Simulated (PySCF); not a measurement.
PySCF input (BP86/6-31G* (5d)):

```python
from pyscf import gto, dft

mol = gto.M(
    atom='''
    C    -0.00000000   -0.00000000   -0.62165074
    C     0.00000000    0.00000000    0.62165074
    H     0.00000000    0.00000000    1.70119702
    H    -0.00000000   -0.00000000   -1.70119702
    ''',
    basis='6-31g*',
    charge=1,
    spin=1,
    symmetry='D2h',
    verbose=4,
)

mf = dft.UKS(mol, xc='bp86')
mf.grids.level = 3
mf.conv_tol = 1e-9
mf.max_cycle = 100
mf.max_memory = 1500
mf.kernel()
if not mf.converged:
    mf = mf.newton()
    mf.kernel(mf.make_rdm1())
mf.dip_moment()
```

Output:

```
PySCF version 2.14.0

[INPUT] verbose = 4
[INPUT] num. atoms = 4
[INPUT] num. electrons = 13
[INPUT] charge = 1
[INPUT] spin (= nelec alpha-beta = 2S) = 1
[INPUT] symmetry D2h subgroup None
[INPUT] Mole.unit = angstrom
[INPUT] Symbol           X                Y                Z      unit          X                Y                Z       unit  Magmom
[INPUT]  1 C      0.000000000000   0.000000000000  -0.621650740000 AA    0.000000000000   0.000000000000  -1.174749643733 Bohr   0.0
[INPUT]  2 C      0.000000000000   0.000000000000   0.621650740000 AA    0.000000000000   0.000000000000   1.174749643733 Bohr   0.0
[INPUT]  3 H      0.000000000000   0.000000000000   1.701197020000 AA    0.000000000000   0.000000000000   3.214796451726 Bohr   0.0
[INPUT]  4 H      0.000000000000   0.000000000000  -1.701197020000 AA    0.000000000000   0.000000000000  -3.214796451726 Bohr   0.0

nuclear repulsion = 24.0939303373249
point group symmetry = Dooh, use subgroup D2h
symmetry origin: [0. 0. 0.]
symmetry axis x: [1. 0. 0.]
symmetry axis y: [0. 1. 0.]
symmetry axis z: [0. 0. 1.]
num. orbitals of irrep Ag = 9
num. orbitals of irrep B1g = 1
num. orbitals of irrep B2g = 3
num. orbitals of irrep B3g = 3
num. orbitals of irrep Au = 1
num. orbitals of irrep B1u = 9
num. orbitals of irrep B2u = 3
num. orbitals of irrep B3u = 3
number of shells = 16
number of NR pGTOs = 62
number of NR cGTOs = 32
basis = 6-31g*
ecp = {}

******** <class 'pyscf.dft.uks_symm.SymAdaptedUKS'> ********
method = SymAdaptedUKS
initial guess = minao
damping factor = 0
level_shift factor = 0
DIIS = <class 'pyscf.scf.diis.CDIIS'>
diis_start_cycle = 1
diis_space = 8
diis_damp = 0
SCF conv_tol = 1e-09
SCF conv_tol_grad = None
SCF max_cycles = 100
direct_scf = True
direct_scf_tol = 1e-13
number electrons alpha = 7  beta = 6
XC library pyscf.dft.libxc version 7.1.2
    S. Lehtola, C. Steigemann, M. J. T. Oliveira, and M. A. L. Marques,  SoftwareX 7, 1–5 (2018)
XC functionals = bp86
    A. D. Becke,  Phys. Rev. A 38, 3098 (1988)
    J. P. Perdew,  Phys. Rev. B 33, 8822 (1986)
    J. P. Perdew,  Phys. Rev. B 34, 7406–7406 (1986)
radial grids:
    Treutler-Ahlrichs [JCP 102, 346 (1995); DOI:10.1063/1.469408] (M4) radial grids

becke partition: Becke, JCP 88, 2547 (1988); DOI:10.1063/1.454033
pruning grids: <function nwchem_prune>
grids dens level: 3
symmetrized grids: D2h
atomic radii adjust function: <function treutler_atomic_radii_adjust>
small_rho_cutoff = 0
Freeze 0 electrons in irreps []
    13 free electrons in irreps Ag B1g B2g B3g Au B1u B2u B3u
Set gradient conv threshold to 3.16228e-05
tot grids = 47856
init E= -77.3389406133682
alpha HOMO (B3u) = -0.329806378699597  LUMO (B2g) = -0.0602009261883492
beta  HOMO (B2u) = -0.329806378699597  LUMO (B3u) = -0.329806378699597

WARN: HOMO -0.329806378699597 >= LUMO -0.329806378699597

WARN: alpha-B2u HOMO -0.329806378699597 > system LUMO -0.329806378699597

WARN: alpha-B3u HOMO -0.329806378699597 > system LUMO -0.329806378699597

WARN: beta-B2u HOMO -0.329806378699597 > system LUMO -0.329806378699597

cycle= 1 E= -76.903538015036  delta_E= 0.435  |g|= 0.0902  |ddm|= 1.33
alpha HOMO (B2u) = -0.619222619795101  LUMO (B2g) = -0.383933919266297
beta  HOMO (B2u) = -0.607003240920989  LUMO (B3u) = -0.586141123070592
  HOMO = -0.607003240921  LUMO = -0.586141123071  gap/eV = 0.56769
cycle= 2 E= -76.9083535422196  delta_E= -0.00482  |g|= 0.0386  |ddm|= 0.199
alpha HOMO (B2u) = -0.597894330343859  LUMO (B2g) = -0.363198796697828
beta  HOMO (B2u) = -0.585650304922254  LUMO (B3u) = -0.563052322453413
  HOMO = -0.585650304922  LUMO = -0.563052322453  gap/eV = 0.61492
cycle= 3 E= -76.9091674546192  delta_E= -0.000814  |g|= 0.0125  |ddm|= 0.05
alpha HOMO (B2u) = -0.602263968735245  LUMO (B2g) = -0.366967282138529
beta  HOMO (B2u) = -0.589973158912265  LUMO (B3u) = -0.566634232929638
  HOMO = -0.589973158912  LUMO = -0.56663423293  gap/eV = 0.63508
cycle= 4 E= -76.9092600322313  delta_E= -9.26e-05  |g|= 0.00245  |ddm|= 0.0155
alpha HOMO (B2u) = -0.601525109472719  LUMO (B2g) = -0.36662964323146
beta  HOMO (B2u) = -0.589176010621534  LUMO (B3u) = -0.565642857598555
  HOMO = -0.589176010622  LUMO = -0.565642857599  gap/eV = 0.64037
cycle= 5 E= -76.9092635106714  delta_E= -3.48e-06  |g|= 0.000195  |ddm|= 0.00324
alpha HOMO (B2u) = -0.601588111720967  LUMO (B2g) = -0.366707358968815
beta  HOMO (B2u) = -0.589204195879192  LUMO (B3u) = -0.565652215431763
  HOMO = -0.589204195879  LUMO = -0.565652215432  gap/eV = 0.64088
cycle= 6 E= -76.9092635578523  delta_E= -4.72e-08  |g|= 1.65e-05  |ddm|= 0.000409
alpha HOMO (B2u) = -0.601586087799749  LUMO (B2g) = -0.366703627612985
beta  HOMO (B2u) = -0.589198918150182  LUMO (B3u) = -0.565649501490943
  HOMO = -0.58919891815  LUMO = -0.565649501491  gap/eV = 0.64081
cycle= 7 E= -76.9092635581581  delta_E= -3.06e-10  |g|= 7.75e-07  |ddm|= 3.43e-05
alpha HOMO (B2u) = -0.60158587118641  LUMO (B2g) = -0.366703453601631
beta  HOMO (B2u) = -0.589198772724461  LUMO (B3u) = -0.565649375117421
  HOMO = -0.589198772724  LUMO = -0.565649375117  gap/eV = 0.64081
Extra cycle  E= -76.9092635581583  delta_E= -2.42e-13  |g|= 4.07e-07  |ddm|= 2.17e-06
converged SCF energy = -76.9092635581583  <S^2> = 0.75172476  2S+1 = 2.001724

WARN: System has nonzero charge 1; the dipole moment is origin-dependent.
Location of origin: [0. 0. 0.]

Dipole moment(X, Y, Z, Debye):  0.00000,  0.00000, -0.00000
```

The dipole moment of an ion depends on the origin.
